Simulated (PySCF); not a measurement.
Species: nitrogen trifluoride, NF₃.
SMILES: `FN(F)F`

The closed-shell ground state was solved at several levels (PySCF, density fitting, gas phase, non-relativistic). Geometry: PBE0-D3(BJ)/def2-SVP; no solvent, vibrations or thermal averaging.

```json
{"level": "PBE0/6-31G*", "basis functions": "56", "total energy (Eh)": "-353.7342", "HOMO (eV)": "-9.55", "LUMO (eV)": "1.74", "gap (eV)": "11.29", "dipole (D)": "0.01"}
{"level": "PBE0/STO-3G", "basis functions": "20", "total energy (Eh)": "-348.8061", "HOMO (eV)": "-4.87", "LUMO (eV)": "6.69", "gap (eV)": "11.56", "dipole (D)": "0.57"}
{"level": "PBE0/def2-SVP", "basis functions": "56", "total energy (Eh)": "-353.4621", "HOMO (eV)": "-9.83", "LUMO (eV)": "1.40", "gap (eV)": "11.23", "dipole (D)": "0.06"}
{"level": "PBE0/def2-TZVP", "basis functions": "124", "total energy (Eh)": "-353.9052", "HOMO (eV)": "-10.09", "LUMO (eV)": "1.08", "gap (eV)": "11.17", "dipole (D)": "0.09"}
{"level": "PBE0/6-31G", "basis functions": "36", "total energy (Eh)": "-353.6350", "HOMO (eV)": "-9.94", "LUMO (eV)": "0.77", "gap (eV)": "10.71", "dipole (D)": "0.04"}
{"level": "wB97X-D/pcSseg-2", "basis functions": "144", "total energy (Eh)": "-354.1392", "HOMO (eV)": "-12.14", "LUMO (eV)": "2.95", "gap (eV)": "15.09", "dipole (D)": "0.15"}
{"level": "LC-wPBE/pcSseg-2", "basis functions": "144", "total energy (Eh)": "-354.0526", "HOMO (eV)": "-13.07", "LUMO (eV)": "3.51", "gap (eV)": "16.58", "dipole (D)": "0.13"}
{"level": "B97-2/pcSseg-2", "basis functions": "144", "total energy (Eh)": "-354.1316", "HOMO (eV)": "-9.88", "LUMO (eV)": "0.81", "gap (eV)": "10.69", "dipole (D)": "0.14"}
{"level": "BHandHLYP/pcSseg-2", "basis functions": "144", "total energy (Eh)": "-354.0843", "HOMO (eV)": "-12.12", "LUMO (eV)": "2.41", "gap (eV)": "14.53", "dipole (D)": "0.23"}
{"level": "CAM-B3LYP/pcSseg-2", "basis functions": "144", "total energy (Eh)": "-354.1583", "HOMO (eV)": "-11.80", "LUMO (eV)": "2.07", "gap (eV)": "13.87", "dipole (D)": "0.16"}
```

Question: Estimate the row for PBE0/6-311+G(2d,p), a basis of 108 functions; the other rows only guide the guess.

Answer: Total energy -353.8651 Eh, HOMO -10.23 eV, LUMO 0.68 eV, gap 10.91 eV, dipole 0.12 D.

Question: Over all these levels, which gives the widest orbital gap and which the narrowest?

Answer: LC-wPBE/pcSseg-2 (range-separated hybrid) has the widest, 16.58 eV, and B97-2/pcSseg-2 (global hybrid, 21 % exact exchange) the narrowest, 10.69 eV. The two share the basis. From the narrowest to the widest the HOMO moves by -3.19 eV and the LUMO by +2.70 eV.

Question: How much does the basis alone move the frontier levels among the 6 PBE0 rows (the withheld one included)?

Answer: The HOMO by 5.36 eV and the LUMO by 6.01 eV. By rising basis size (HOMO, LUMO in eV): STO-3G -4.87, 6.69; 6-31G -9.94, 0.77; 6-31G* -9.55, 1.74; def2-SVP -9.83, 1.40; 6-311+G(2d,p) -10.23, 0.68; def2-TZVP -10.09, 1.08.

Question: How far do the dipole and the HOMO energy spread over the levels?

Answer: The dipole runs from 0.01 to 0.57 D (mean 0.15 D) and the HOMO from -13.07 to -4.87 eV.

wB97X-D is run here without its empirical dispersion term; that term would change no orbital, density or response property at a fixed geometry.
